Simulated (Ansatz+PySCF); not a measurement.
The numbers below are computed, except where a source is named.
## Ansatz (development build ahead of 0.2.0) run

```yaml
crystal:
  periodic: [false, false, false]
  atoms:
    - { symbol: C, position_ang: [0.04923, -0.00385, -1.11149] }
    - { symbol: Cl, position_ang: [-0.02383, 0.03202, 0.62587] }
    - { symbol: H, position_ang: [0.01623, -1.06776, -1.51417] }
    - { symbol: H, position_ang: [-0.84774, 0.51897, -1.47858] }
    - { symbol: H, position_ang: [0.9417, 0.53118, -1.45856] }
basis:
  gaussian: { orbitals: def2-SVP }
magnetization:
  spin_polarized: true
hamiltonian:
  xc: pbe
scf:
  omitted_lower_state_checks: [starts, atomic_configurations, cluster_reference, orbital_swaps, given_window_search, neighbouring_geometries, increment]
```

The input is written out in the form of the current development build from the run's settings.

The run gave:

```
Converged      : yes
Total energy   : -499.67797 hartree
Stability test : minimum
```
